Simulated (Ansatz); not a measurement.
Start from InSb in the zinc blende structure (space group F-43m, No. 216; a = 6.556 Å).

The values are results of r2SCAN/PAW in Ansatz (an electronic-structure program), spin-orbit coupling left out, not measurements.

Modification: Ga takes the place of In on all its sites; the structure is relaxed again.

Measured lattice parameter a: InSb 6.468 Å (static lattice; corrected from measurement; as listed in Daniel Mejia-Rodriguez, S. B. Trickey, Phys. Rev. B (2018)); GaSb 6.0959 Å (room temperature; as listed in I. Vurgaftman, J. R. Meyer, L. R. Ram-Mohan, Journal of Applied Physics (2001)).

Task: How well does r2SCAN reproduce the measured shift?

Result: With r2SCAN the lattice parameter a moves by -0.423 Å (6.556 → 6.133) against -0.372 Å measured. The two measured values stand on different bases (one corrected, one not), which blurs small differences.

Whether these cells are dynamically stable was not tested. All final runs are without spin polarisation.
